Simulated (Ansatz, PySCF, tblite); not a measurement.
Breaking a bond: SiO, singlet. Each curve is given relative to its own lowest point near equilibrium.

| R / Å | A | B | C | D |
|---|---|---|---|---|
| 1.14 | 212.0 | 222.4 | 222.4 | 344.0 |
| 1.20 | 129.6 | 137.9 | 137.9 | 195.7 |
| 1.29 | 53.4 | 59.1 | 59.1 | 73.1 |
| 1.37 | 18.2 | 21.8 | 21.8 | 23.0 |
| 1.43 | 5.2 | 7.3 | 7.3 | 6.2 |
| 1.47 | 1.2 | 2.3 | 2.3 | 1.3 |
| 1.51 | 0.0 | 0.2 | 0.2 | 0.0 |
| 1.53 | 0.3 | 0.0 | 0.0 | 0.4 |
| 1.61 | 6.1 | 3.8 | 3.8 | 6.6 |
| 1.65 | 11.1 | 7.8 | 7.8 | 11.7 |
| 1.75 | 27.5 | 24.1 | 21.4 | 27.7 |
| 1.87 | 51.1 | 44.9 | 41.2 | 49.6 |
| 2.05 | 87.9 | 78.1 | 71.7 | 82.8 |
| 2.29 | 121.7 | 118.3 | 99.3 | 123.0 |
| 2.50 | 142.4 | 134.9 | 90.6 | 152.5 |
| 2.76 | 160.1 | 165.8 | 211.6 | 180.6 |
| 2.99 | 169.4 | 174.7 | 223.3 | 198.2 |
| 3.33 | 177.3 | 178.0 | 237.9 | — |
| 3.73 | 181.9 | 179.2 | 247.9 | — |
| 4.10 | 183.9 | 179.8 | 251.0 | — |
| 4.50 | 184.9 | 180.2 | 251.9 | — |
| 5.21 | 185.4 | 180.5 | 252.3 | — |
| 6.02 | 185.5 | 180.6 | 252.4 | — |

Energies in kcal/mol.

Q: Assign the columns to these levels of theory: GFN2-xTB, 300 K electronic temperature (tblite 0.5.0); CCSD(T) on RHF/cc-pVTZ, frozen core (Ansatz, an electronic-structure program); CCSD(T) on UHF/cc-pVTZ, frozen core run with Ansatz; unrestricted CAM-B3LYP/cc-pVTZ run with PySCF 2.14.0.

A: A is UKS-CAM-B3LYP; B is UCCSD(T); C is RCCSD(T); D is GFN2-xTB.

Dashes: no converged value, or the column stops at the first point that the program doubted or that broke a chosen test of continuity, which isn't proof of a fault.

The T1 diagnostic of CCSD on the restricted reference of RCCSD(T) exceeds 0.045 at 1.87 to 3.33 Å. The unrestricted solution behind UKS-CAM-B3LYP changes between 2.05 and 2.29 Å, which can leave a kink. The unrestricted determinant behind UKS-CAM-B3LYP is spin-contaminated at 2.05 to 6.02 Å (<S²> up to 2.0, against 0.00 for a pure singlet). The unrestricted solution behind UCCSD(T) changes between 2.29 and 2.50 Å, which can leave a kink. The unrestricted determinant behind UCCSD(T) is spin-contaminated at 1.75 to 6.02 Å (<S²> up to 2.0, against 0.00 for a pure singlet).
